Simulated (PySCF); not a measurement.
Atoms are numbered as in `[O:1]=[B:2][Cl:3]`.

Geometry: PBE0-D3(BJ)/def2-TZVP; GIAO shifts from PySCF, gas phase, non-relativistic, averaged over equivalent atoms.

At PBE0/pcSseg-2 (115 basis functions, 4.1 s wall time on 1 thread of an Arm Neoverse V1, shared host):
```csv
atoms,δ (ppm)
O1,236.3
B2,14.1
Cl3,-49.9
```

Shifts are taken against calculated references (same method and geometry level): 17O (σref 329.54) vs H2O; BF3·OEt2 for 11B (σref 98.70); 35Cl (σref 945.66) against HCl.

**Question.** What do these become at wB97X-D/pcSseg-2?

**Answer.** 
```tsv
atoms	δ at wB97X-D/pcSseg-2	change
O1	228.3	-8.0
B2	15.3	+1.2
Cl3	-60.0	-10.1
```

Chemical shifts δ = σref − σ; H2O for 17O (σref 328.24); BF3·OEt2 for 11B (σref 99.58); HCl for 35Cl (σref 940.66), all at this level.

The largest change is at Cl3 (chlorine bonded to B). Cost: 115 basis functions, 3.6 s wall time on 1 thread of an Arm Neoverse V1, shared host.

Experimental scales use liquid or dissolved standards, which lie at an offset from isolated H2O (liquid H2O: subtract about 36 ppm).
